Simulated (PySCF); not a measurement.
Compound: C4H3FO.
Numbering: `[O:1]=[c:2]1[cH:3][c:4]1[CH2:5][F:6]` (hydrogens: H7 on C3; H8, H9 on C5)

Geometry (PBE0-D3(BJ)/def2-SVP, Å), atoms numbered from 1 in this order:
```xyz
9
C4H3FO angstrom
O      1.9471   -1.5058    1.1356
C      1.2972   -0.5825    0.7356
C      1.0632    0.8042    0.5171
C      0.1236   -0.0586    0.0830
C     -1.1732   -0.1615   -0.6021
F     -1.6533    1.0631   -0.9639
H      1.3203    1.8635    0.5770
H     -1.8958   -0.6625    0.0669
H     -1.0578   -0.7967   -1.4986
```

Computed, not measured: MP2 and CCSD/aug-cc-pVDZ in PySCF, restricted Hartree–Fock reference, 6 core orbitals frozen, non-relativistic, gas phase, PBE0-D3(BJ)/def2-SVP geometry.

E(HF) = -327.46743 Eh.

(1) How large is the problem?

(2) What are the MP2 and CCSD correlation energies?

(3) What is the T1 diagnostic?

(4) How does correlation change the dipole moment?

Answers

(1) 165 basis functions and 44 electrons; 6 orbitals frozen, which leaves o = 16 correlated occupied and v = 143 virtual orbitals. That is o·v = 2288 singles and o·v(o·v + 1)/2 = 2618616 distinct closed-shell doubles amplitudes before symmetry; the costliest CCSD step grows as o²v⁴ = 1.1 × 10^11.

(2) MP2 -0.9154 Eh and CCSD -0.9402 Eh, which gives totals of -328.38281 and -328.40761 Eh. That is 0.799 eV for each correlated electron at CCSD (2468 kJ/mol in all, 0.286 % of the total energy); MP2 gives 97.4 % of the CCSD value.

(3) 0.0154, below the customary warning level of 0.02. It is the norm of the spatial-orbital singles amplitudes over the root of the number of correlated electrons, so the norm is 0.087.

(4) HF gives 3.33 D and CCSD (unrelaxed density) 2.78 D, a change of -0.55 D.

No triples correction and no basis-set extrapolation were made.

The job also held the EOM ionisation roots. Hardware: one thread, Arm Neoverse V1 (aarch64), on a shared host. Cost: 9.7 min of wall time, 3.0 GiB resident at most.

One conformer stands for the species.
